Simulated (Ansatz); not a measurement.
Geometry optimisation, UKS BHLYP/def2-SVP (Ansatz 0.2.0).

The input (input.yaml):

```yaml
crystal:
  periodic: [false, false, false]
  atoms:
    - { symbol: C, position_ang: [-0.847, 0.9964, -0.5126] }
    - { symbol: Al, position_ang: [0.7429, 0.4021, 0.4039] }
    - { symbol: "N", position_ang: [0.8831, -1.4353, 0.8698] }
    - { symbol: H, position_ang: [-1.514, 0.1986, -0.6784] }
    - { symbol: H, position_ang: [-0.6177, 1.4649, -1.5265] }
    - { symbol: H, position_ang: [-1.3928, 1.8331, 0.0918] }
    - { symbol: H, position_ang: [1.8907, -1.5518, 1.3098] }
    - { symbol: H, position_ang: [0.9469, -1.9651, -0.0137] }
magnetization:
  spin_polarized: true
  initial_magnetization: 1
basis:
  gaussian: { orbitals: def2-SVP }
hamiltonian:
  xc: { name: BHLYP }
relax:
  f_tol: 0.015
  max_steps: 40
```

Command:

```bash
$ ansatz run input.yaml --threads 1 --pin off --max-ram 2048MiB --backend cpu --events-out ev --progress --plain --runs-dir out
```

Problem. Where does it end, and by what steps?

Solution. The run converged. The force dipped under the threshold on the way, but the program's further checks kept it going. After 18 steps the energy has fallen by 0.707 eV; H8 moved furthest, 0.52 Å.

```tsv
step	energy less start (eV)	largest force component (eV/Å)	accepted
0	0.0000	3.331	yes
1	-0.4091	1.560	yes
2	-0.5985	0.768	yes
3	-0.6324	1.030	yes
4	-0.6871	0.312	yes
5	-0.7021	0.097	yes
6	-0.7016	0.103	no
7	-0.7044	0.056	yes
8	-0.7057	0.081	yes
9	-0.7061	0.025	yes
10	-0.7061	0.032	no
11	-0.7064	0.006	yes
12	-0.7065	0.011	yes
13	-0.7065	0.025	yes
14	-0.7066	0.033	yes
15	-0.7067	0.038	yes
16	-0.7067	0.029	yes
17	-0.7068	0.014	yes
18	-0.7068	0.005	yes
```

```xyz
8
Properties=species:S:1:pos:R:3
C -0.830 1.005 -0.525
Al 0.782 0.481 0.483
N 1.124 -1.250 0.680
H -1.397 0.123 -0.842
H -0.564 1.581 -1.418
H -1.488 1.637 0.080
H 1.914 -1.636 1.170
H 0.551 -1.997 0.317
```

Whether the end is a true minimum wasn't checked by a vibrational analysis.

Time of the run: 110 s on 1 thread of Arm Neoverse N1 (shared host), peak memory 0.16 GiB.
